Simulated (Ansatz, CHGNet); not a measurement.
For 2H MoTe₂, the machine-learned potential CHGNet 0.3.0 (trained on PBE and PBE+U data) gives:

| Quantity | Result |
|---|---|
| equilibrium lattice constant a | 3.552 Å |
| c axis length | 15.076 Å |

### Question
What does r²SCAN-D4 (Ansatz, a program for electronic structure, PAW) give for the same quantities?

### Answer

- lattice constant a: 3.546 Å (falls by 0.2 %)
- lattice parameter c: 14.252 Å (falls by 5.5 %)

For comparison: lattice constant a 3.518 Å (measured, 300 K, not corrected to a static lattice; as tabulated in arXiv:1605.07067); lattice parameter c 13.974 Å (measured, 300 K, no zero-point or thermal correction; as tabulated in arXiv:1605.07067).

Changes are worked out from the printed values.

Unless a cell is named, each level is at its own relaxed cell (CHGNet 0.3.0 27.46, r²SCAN-D4 25.87 Å³/atom).

Ansatz's density-functional and Hartree–Fock values are scalar-relativistic unless marked +SOC, with PAW data made under PBE.
